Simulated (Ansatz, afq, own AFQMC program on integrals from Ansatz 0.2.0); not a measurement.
Integrals from Ansatz 0.2.0, then the random walk in our own AFQMC program (afq).

```yaml
crystal:
  periodic: [false, false, false]
  atoms:
    - {symbol: O, position_ang: [-0.058391, 0.237981, 1.739010]}
    - {symbol: Re, position_ang: [0.112204, -0.137679, 0.091383]}
    - {symbol: O, position_ang: [-0.596796, -1.608432, -0.376704]}
    - {symbol: O, position_ang: [1.666163, 0.131670, -0.539140]}
basis:
  gaussian: {orbitals: def2-TZVP}
magnetization: {spin_polarized: false, initial_magnetization: 1}
correlation: {method: ccsd_t, electrons: outside_noble_gas, hamiltonian_folder: ham}
```

```sh
$ ansatz run in.yaml --threads 1 --pin off --events-out ev --progress --plain --max-ram 24576MiB --backend cuda --devices 0, --max-vram 18GiB
```

Options of the walk:

```
--method phaseless --trial cisd --walkers 500 --populations 10 --least-time 60 --time-step 0.005 --steps-per-block 50 --equilibration-blocks 28 --max-blocks 4000 --target-error 0.0003 --factor-cut 1e-05 --start spin_pure --seed 4507 --release-times 0.24,0.48,0.8,1.2 --release-step 0.04 --release-every 5 --taylor-order 6
```

Times are imaginary, in 1/Eh. The walk had a cap of 325 s. With eight or more populations the least sampling time is a fifth of least-time, and the error comes from their spread. Core potentials past Kr, no spin–orbit coupling.

Output of the walk:

```
orbitals 126  electrons 13 12  factors 980 of 989
reference energy -302.19381670 Eh
CCSD correlation -0.95586072 Eh in 16 cycles, weight of the determinant in the CISD state 0.7405
energy of the start -303.149682 Eh
 block  time / (1/Eh)  mean weight  energy / Eh
     1     0.250  0.9979  -303.125514
     2     0.500  1.0006  -303.152767
     3     0.750  1.0015  -303.176359
     4     1.000  0.9996  -303.186071
     5     1.250  1.0016  -303.189312
    10     2.500  1.0001  -303.234244
    43    10.750  1.0001  -303.227658
    78    19.500  1.0020  -303.239128
    85    21.250  1.0021  -303.241587
   113    28.250  1.0014  -303.216560
   148    37.000  0.9994  -303.202179
   183    45.750  0.9984  -303.197578
   218    54.500  1.0012  -303.209048
   253    63.250  0.9991  -303.204917
   267    66.750  0.9992  -303.193759
   288    72.000  0.9995  -303.217506
   295    73.750  0.9997  -303.209814
error from the spread of 10 populations
released: time / (1/Eh)  energy / Eh  error  mean overlap
  0.24  -303.215283  0.001131  0.9946
  0.48  -303.217245  0.001607  0.9887
  0.80  -303.220318  0.002423  0.9664
  1.20  -303.221345  0.003451  0.9502
energy -303.215469 +/- 0.001262 Eh
(rows thinned)
```

The time cap ended the run before it passed its tests.

Against this walk (error 34.3 meV) on the same determinant: CCSD(T) 25.2 meV lower (within the noise). The error is statistical and leaves out the bias of the constraint. None of these is a sure reference here. The released energies are still falling (meV from the phaseless value at times in 1/Eh: 5 ± 31 at 0.24, -48 ± 44 at 0.48, -132 ± 66 at 0.80, -160 ± 94 at 1.20), so they give no level.

Cautions: constraint bias not in the error; error above the target (34.3 against 8.2 meV); no spin-orbit coupling; outer-core shells of the metal frozen; higher spins were not checked; a spin-contaminated unrestricted determinant lies lower (UHF 209 meV lower, ⟨S²⟩ 1.13); (T) is large, 7 % of the CCSD correlation.

The walk took 5.4 min on 1 × NVIDIA H100 80GB HBM3 with 2 threads of AMD EPYC 7R13 Processor (Zen 3), on a shared host (the card was shared). The log's last line is the phaseless energy.

A walk keeps the symmetry of its determinant, which the program's search chose and which needn't be the lowest solution, so a lower state of the same spin and another symmetry isn't excluded.
